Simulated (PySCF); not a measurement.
**Two-dimensional NMR puzzle**

Compound of formula C4H9F. Correlations simulated from computed shifts and the bond graph:

HSQC (one-bond C–H):
```csv
δH,δC
1.36,30.5
```

HMBC (two and three bonds, from the bond graph):
```csv
δH,δC
1.36,"94.1, 30.5"
```

Carbons without hydrogens: δ 94.1.

PySCF 2.14.0 with density-fitted response routines calculation with geometry: GFN2-xTB and PBE0/pcSseg-1 with gauge-including orbitals; in vacuum, equivalent nuclei averaged, one conformer, non-relativistic.

Referencing at the same level of theory: TMS for 1H (31.72 ppm), 13C (186.93 ppm).

Exchangeable hydrogens are left out of these lists.

Work out the connectivity.

Answers

`CC(C)(C)F`.

Atoms are numbered as in `[CH3:1][C:2]([CH3:3])([CH3:4])[F:5]`. Hydrogens are named by the atom that carries them.

- δC 94.1 is C2, a fully substituted sp3 carbon bonded to F.
- δC 30.5 is C1/C3/C4, a methyl carbon (δH 1.36).
- HMBC from δH 1.36 reaches the proton-free carbon C2.

Shifts are as computed. Against solution values, carbons near 30 ppm lie about +3 ppm off and those near 130 ppm about +5 ppm. Of 246 compounds with measured shifts, 49 miss one by over three times the rms of a fit or turn the order of signals round; such compounds aren't used in these exercises.
